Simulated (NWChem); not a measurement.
# Atomisation of CH$_{2}$

```
C
H 1 1.0909
H 1 1.0909 2 134.38
```
Charge 0, spin multiplicity 3.

All runs are NWChem calculations. All single points use one geometry, from UB3LYP/def2-SVP, a minimum by its harmonic frequencies.

Basis set: def2-QZVP. The atomisation energy is electronic alone: no zero-point, thermal, spin-orbit or counterpoise terms. No value is extrapolated to the basis-set limit. Free atoms are single determinants with multiplicities C 3, H 2.

B3LYP has NWChem's definition, with VWN1-RPA local correlation. This spin state was chosen for the runs; another may lie lower. The structure started from a generated list of species. The unpaired electrons of the parent sit in orbitals of symmetry a1 and b2 (C2v labels of the run); other states weren't searched. No SCF solution was tested for a lower state.

Q: One of these methods gave an atomisation energy of 212.9 kcal/mol. Which?
A) LDA (SVWN5)
B) M06-2X
C) PBE0
D) TPSS

A: A, LDA (SVWN5). The others give 193.6 (PBE0), 198.7 (TPSS), 192.0 (M06-2X).
